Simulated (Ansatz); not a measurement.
**BH₂⁻, triplet in 6-31++G**: errors against full CI**

Geometry: a point of a bend scan, not a stationary point.

```csv
atom,x (Å),y (Å),z (Å)
B,0.0000,-0.1370,0.0000
H,0.0000,0.7349,-0.8376
H,0.0000,0.7349,0.8376
```

Basis 6-31++G** (Cartesian d functions); Ansatz 0.2.0. Only valence electrons are correlated (noble-gas cores frozen), which leaves 6 electrons in 30 orbitals. R marks a restricted (for open shells ROHF) determinant, U an unrestricted one. Active spaces: pair = (4e, 4o) about the gap; valence = (6e, 6o) chosen from the atoms' valence shells.

Full CI is exact within this basis and frozen core; it isn't the basis-set limit. The frozen core follows each run's orbitals, which can shift R against U totals by a few meV.

For open shells CISD is restricted-active-space CI with the open shells as a complete middle space.

* UHF ⟨S²⟩: 2.010
* T1 diagnostic (RCCSD): 0.0202
* largest doubles amplitude (RCCSD): 0.048
* T1 diagnostic (UCCSD): 0.0147

```csv
level,E − E(RHF) (eV)
UHF,-0.0505
RMP2,-2.2562
UMP2,-2.2628
RCCSD,-2.7392
UCCSD,-2.7392
RCCSD(T),-2.8026
UCCSD(T),-2.8026
```

(1) Estimate how far full CI in 6-31++G** lies from RCCSD(T). The table doesn't fix it; the size of (T) and the diagnostics are the guide.

(1) Full CI in 6-31++G** lies 17 meV below RCCSD(T), which is 26 % of the (T) step (-63 meV). The diagnostics give no warning, yet the rest is a sizeable part of (T).

The other levels:

```
                     level  E − E(full CI) (meV)  share of correlation (%)  wall time
                      CISD                   148                     94.76     0.72 s
                   BCCD(T)                    17                     99.41     0.72 s
                    RCCSDT                     2                     99.94          –
                    UCCSDT                     1                     99.95          –
                 RCCSDT(Q)                     0                     99.99      3.9 s
                 UCCSDT(Q)                     0                    100.01      3.6 s
    CASSCF (valence space)                  1987                     29.53          –
    NEVPT2 (valence space)                   557                     80.25     0.33 s
NEVPT4(SD) (valence space)                   102                     96.38     0.66 s
    MRCISD (valence space)                    89                     96.83          –
  MRCISD+Q (valence space)                    11                     99.62     0.75 s
```

The correlation energy at full CI, counted from RHF, is -2.819 eV. That run took 28 s on 1 thread of Arm Neoverse V1, shared host over 4,070,784 determinants.

Run but not shown, since their state or frozen core can't be matched to the reference's or they repeat it: CASSCF (pair space), NEVPT2 (pair space), MRCISD (pair space), MRCISD+Q (pair space).

Times hold each run's SCF and search for its determinant on a shared host, so for small cases they say little of a method's own cost; they ran on 1 thread of Arm Neoverse V1.

The full-CI state has the irrep B1 of C2v, in the program's axes.

Natural occupations of full CI about the gap: 1.961 1.947 0.989 0.983 0.028 0.019 0.018 0.015 0.012 0.008; effectively unpaired electrons, Σ n²(2−n)², 2.02.
